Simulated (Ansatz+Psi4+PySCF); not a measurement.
Results of a calculation; reference values are marked as such.
Input for Psi4 1.11:

```
molecule {
0 2
H -0.004800 -0.008480 1.488040
Cl -0.005150 -0.006640 -0.005430
H 0.001730 -0.007210 -1.479100
}

basis {
assign Cl cc-pV(T+d)Z
assign H cc-pVTZ
}
set reference uhf
set scf_type pk
energy('scf')
```

The input is written out from the run's settings.

The run gave:

```
Converged                                                          : yes
Total energy                                                       : -460.55698 hartree
Spin squared of the determinant                                    : 0.818
Occupied orbitals by symmetry in an Abelian subgroup (alpha; beta) : 8 Ap 2 App; 7 Ap 2 App
```
